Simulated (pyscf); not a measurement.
Thermochemistry of product channels of `[BH2][CH3]` + `[BH3]` on the singlet surface, in kcal/mol, from ωB97M-D3(BJ)/def2-TZVP energies (ideal gas, 1 atm, RRHO with modes under 100 cm⁻¹ raised to 100, one conformer, R ln 2 for chiral ones without a mode under 150 cm⁻¹). Structures and frequencies: ωB97X-D3(BJ)/def2-SVP in PySCF.

| products | ΔE | ΔH(298 K) | ΔG(600 K) | ΔG(900 K) |
|---|---|---|---|---|
| `[CH4]` + `[BH2][BH2]` | ? | +0.2 | +2.7 | ? |
| `[BH2][CH2][BH2]` + `[H][H]` | ? | -3.3 | -0.6 | 0.0 |
| `[BH2][BH][CH3]` + `[H][H]` | +5.0 | +3.0 | +5.1 | +5.2 |

Task: Some entries are withheld; supply them.

Result: 
- `[CH4]` + `[BH2][BH2]`, ΔE: -0.7
- `[CH4]` + `[BH2][BH2]`, ΔG(900 K): +4.0
- `[BH2][CH2][BH2]` + `[H][H]`, ΔE: -1.0

These are energies of the channels, which say nothing of barriers.
